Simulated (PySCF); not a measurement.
Values are calculated unless marked as measured or tabulated.
C4H8Cl

The system: C4H8Cl, a small molecule (built as: C site whose three back bonds go to CH3, CH3, Cl; end group CH2); neutral, doublet. The structure, one conformer, was relaxed in the gas phase by PBE0-D3(BJ)/def2-SVP. No frequency run checks that it is a minimum.

SMILES: [CH2]C(C)(C)Cl

Coordinates in Å:
```
C1     -0.254   -0.077    0.170
C2     -0.160    1.427   -0.013
C3      1.101   -0.727    0.381
Cl4    -1.211   -0.345    1.765
C5     -1.054   -0.736   -0.874
H6      0.351    1.892    0.842
H7      0.410    1.651   -0.930
H8     -1.159    1.874   -0.105
H9      1.622   -0.271    1.235
H10     0.992   -1.803    0.576
H11     1.718   -0.594   -0.522
H12    -0.964   -1.814   -1.029
H13    -1.900   -0.213   -1.326
```

EPR values by unrestricted B3LYP, IGLO-III on C Cl, pcH-1 on H.

Problem. Predict g and the largest hyperfine couplings. Where does the spin sit?

Solution. g = 2.0011, 2.0023, 2.0048. The spin sits on C5 (101 %, bonded to 1 C + 2 H) by Mulliken populations.
```csv
atom,isotope,isotropic (MHz),"dipolar, principal values (MHz)"
C5,13C,88.4,"-76.7, -75.8, 152.4"
Cl4,35Cl,44.1,"-28.5, -26.8, 55.3"
H13,1H,-57.0,"-36.3, -1.4, 37.7"
H12,1H,-57.0,"-36.2, -1.4, 37.7"
C3,13C,8.5,"-1.6, -1.0, 2.6"
C2,13C,8.3,"-1.6, -1.0, 2.6"
```

Problem. How do the isotropic couplings move with BHandHLYP?

Solution. C5 88.4 to 116.4 MHz, Cl4 44.1 to 45.0 MHz, H13 -57.0 to -68.4 MHz, H12 -57.0 to -68.4 MHz.
